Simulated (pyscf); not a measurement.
7 transition-metal steps of one kind (substitution at C, radical): barrier in kJ/mol, from the separated reactants or the lowest minimum found. Optimised with ωB97X-D3(BJ)/def2-SVP in PySCF. Functionals in def2-TZVP; the last column is ωB97M-D3(BJ)/def2-TZVP. Rows were drawn at random from the steps of this kind and element class whose saddle was verified and whose references are stable.

```
step                                              PBE  PBE0-D3(BJ)  B3LYP-D3(BJ)  ωB97M-D3(BJ)
----------------------------------------------  -----  -----------  ------------  ------------
H₃C–Zn–OH + CH₃• → H₃C–CH₃ + [HO–Zn]•            76.2         97.3          94.2         116.1
H₃C–Zn–NH₂ + CH₃• → H₃C–CH₃ + [H₂N–Zn]•           ___        102.8          99.6         121.8
H₃C–CH₂–ZnH + H• -> CH₄ + •H₂C–ZnH              108.8        127.3         117.2         140.9
H₃C–Au + H• → CH₄ + Au•                           3.3         10.3           2.5          23.8
H₃C–Zr(Cl)(Cl)–Cl + H• → CH₄ + [Cl–Zr(Cl)–Cl]•   28.5         39.0          31.9          55.9
H₃C–Cd–CH₃ + H• → [H₃C–Cd]• + CH₄                20.5         35.7          23.0          52.2
H₃C–Zn–CH₃ + H• → [H₃C–Zn]• + CH₄                 ___         55.9          44.4          72.4
```

Problem. Complete the blanks.

Solution. 
- H₃C–Zn–NH₂ + CH₃• → H₃C–CH₃ + [H₂N–Zn]•, PBE: 80.9
- H₃C–Zn–CH₃ + H• → [H₃C–Zn]• + CH₄, PBE: 40.4

Differences from the last column (kJ/mol): PBE: mean -32.1, median -32.0, mean size 32.1, lower in 7 of 7; PBE0-D3(BJ): mean -16.4, median -16.4, mean size 16.4, lower in 7 of 7; B3LYP-D3(BJ): mean -24.3, median -23.7, mean size 24.3, lower in 7 of 7. PBE is closest for row 4 (20.5 kJ/mol apart) and farthest for row 2 (40.9 kJ/mol). PBE, r²SCAN and M06-2X carry no added dispersion term. The last column is a level with limits of its own. Each barrier is that of the saddle found. Open-shell species with a d-block atom are single-reference here; other states, and whether the spin sits on metal or ligand, were not checked. Elements up to Kr have no core potential and no relativistic terms here. Elements past Kr carry the def2 core potentials, without spin-orbit coupling.
